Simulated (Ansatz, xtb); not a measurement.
**Two isomers of C3H5NO2**

Structure I is `CC(=O)C(N)=O`, a singlet and structure II is `NC(=O)CC=O`, a singlet. Both are isolated molecules in the gas phase, relaxed with PBE0-D3(BJ)/def2-SVP; the shapes shown needn't be the lowest conformers.

I (Å):

```xyz
11

C     1.5594   -1.1849   -0.0560
C     0.2155   -1.8321    0.0049
C    -0.9805   -0.9025   -0.2939
N    -2.1554   -1.5527   -0.2220
O     0.0210   -2.9962    0.2644
O    -0.8191    0.2713   -0.5576
H     1.7111   -0.7422   -1.0522
H     1.5958   -0.3426    0.6515
H     2.3418   -1.9188    0.1690
H    -3.0199   -1.0598   -0.3958
H    -2.1466   -2.5385    0.0097
```

II (Å):

```xyz
11

C     1.0864   -0.1585   -1.8218
C     1.2561    0.3166   -0.3790
C     0.1731    0.0998    0.6367
N     0.1711   -1.1307   -2.0153
O     1.7854    0.3112   -2.6945
O    -0.7536   -0.6661    0.5375
H    -0.4645   -1.3830   -1.2633
H     0.0102   -1.4414   -2.9647
H     1.5211    1.3849   -0.4122
H     2.1626   -0.1739    0.0250
H     0.2893    0.7118    1.5662
```

**Question.** Which of the two would you expect CCSD(T)/def2-SVP + ΔMP2/def2-TZVPP electronic energies to favour?

**Answer.** Structure I; the calculation gives E(II) − E(I) = +5.0 kcal/mol.

The same difference at several levels:

```csv
level,geometry,E(II) − E(I) (kcal/mol),departure from the last row (kcal/mol),"job, with rough time for the two"
GFN2-xTB,GFN2-xTB,+2.6,−2.4,"optimisation, 0.24 s"
HF/STO-3G,GFN2-xTB,+6.3,+1.3,"single point, 0.48 s"
r2SCAN-D4/def2-SVP,GFN2-xTB,+7.2,+2.2,"single point, 3.1 s"
PBE0-D3(BJ)/def2-SVP,PBE0-D3(BJ)/def2-SVP,+5.2,+0.2,"optimisation, 92 s"
HF/def2-SVP,PBE0-D3(BJ)/def2-SVP,+5.2,+0.2,part of the CCSD(T) run
MP2/def2-SVP,PBE0-D3(BJ)/def2-SVP,+6.2,+1.2,part of the CCSD(T) run
CCSD(T)/def2-SVP,PBE0-D3(BJ)/def2-SVP,+5.7,+0.8,single point
CCSD(T)/def2-SVP + ΔMP2/def2-TZVPP,PBE0-D3(BJ)/def2-SVP,+5.0,,"single point, 42 s"
```

As drawn, both hold the same kinds of bond in the same numbers. Structure I has 1 methyl group, II 0.

The levels shown agree on the order. The largest departure from CCSD(T)/def2-SVP + ΔMP2/def2-TZVPP is that of GFN2-xTB, 2.4 kcal/mol. The last row adds to CCSD(T) the change of the MP2 difference between the two basis sets, here −0.8 kcal/mol.

With harmonic frequencies from PBE0-D3(BJ)/def2-SVP (ideal gas, rigid rotor, one conformer each, 298.15 K, 1 atm): on the last row, ΔE + ΔZPE = +5.2 kcal/mol. A mode under 50 cm⁻¹ makes harmonic enthalpies and free energies unreliable, so none is given.

The correlated steps freeze 6 core orbitals. Programs: Ansatz 0.2.0, xtb 6.7.1; the last row on 2 threads of Intel(R) Xeon(R) Processor @ 2.70GHz on a shared host.
